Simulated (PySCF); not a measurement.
**A thermochemical cycle for CH**

PBE in PySCF with def2-TZVPPD on every atom, for the lowest determinant that a PBE0 search found; no spin–orbit coupling. CH, a doublet (π ↑), has De = 3.68 eV to neutral atoms, and CH⁺, a singlet (closed shell), has De = 4.20 eV to H + C⁺.

The adiabatic ionisation energy of CH, between the minima, is 11.01 eV.

Problem. Which ionisation energy of the C atom does this level give?

Solution. IE(C) = IE(molecule) + De(ion) − De(neutral) = 11.01 + 4.20 − 3.68 = 11.53 eV; the measured value is 11.26 eV (NIST ASD).

For an ion De counts to the pair picked by the measured ionisation energies or electron affinities, which need not be the lowest pair at this level. States were picked by a PBE0 search and need not be the measured ground states.
